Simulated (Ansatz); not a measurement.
Rock-salt MgS, treated with PBEsol-D3(BJ) in Ansatz (plane waves, PAW).

Settings: plane-wave cutoff 520 eV, 12×12×12 k mesh, Fermi–Dirac smearing 0.01 eV, scalar-relativistic PAW data made under PBE.

Cell (relaxed at this level):

```
CELL_PARAMETERS angstrom
      0.00000     2.55928     2.55928
      2.55928     0.00000     2.55928
      2.55928     2.55928     0.00000
ATOMIC_POSITIONS crystal
  Mg 0.00000 0.00000 0.00000
  S  0.50000 0.50000 0.50000
```

Question: Estimate the width of the whole s-p valence band, bulk modulus B0, band gap, smallest direct gap on the k points sampled and pressure derivative B′ of the bulk modulus that the calculation returns.

Answer: 
* **width of the whole s-p valence band**: 12.97 eV
* **bulk modulus B0**: 84.1 GPa
* **band gap**: 2.80 eV (indirect)
* **smallest direct gap on the k points sampled**: 3.99 eV
* **pressure derivative B′ of the bulk modulus**: 4.1

Measured, for comparison: bulk modulus 81 GPa (corrected for zero-point motion; as tabulated in Goldzak et al. (2022), arXiv:2208.04865). Computed (rounded) less measured: bulk modulus +4 %.

The computed numbers hold no vibrational or temperature effects.

Computing time: roughly 26 core-seconds.

Ansatz is a program for electronic structure.
